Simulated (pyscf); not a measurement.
Elementary routes open to H₃C–N(CH₃)–SiH₃ + H• in the gas phase (doublet surface):
A. H₃C–N(CH₃)–SiH₂• + H₂ (H–Si broken; H–H formed)
B. •H₂C–N(CH₃)–SiH₃ + H₂ (C–H broken; H–H formed)

PySCF, gas phase, ωB97X-D3(BJ)/def2-SVP geometries.

Rank the routes by free-energy barrier at 298 K, lowest first, for ωB97M-D3(BJ)/def2-TZVP energies (ideal gas, 1 atm, RRHO with modes under 100 cm⁻¹ raised to 100, one conformer, R ln 2 for chiral ones without a mode under 150 cm⁻¹).

A (35.9 kJ/mol), B (42.1 kJ/mol)

Route A is the fastest of these, ahead of the next by 6.3 kJ/mol. The most stable products are those of A (ΔG = -61.2 kJ/mol), so kinetics and thermodynamics agree. At 1200 K A is still the fastest. Only these routes are compared; each barrier is that of the saddle found, and lower ones may exist.
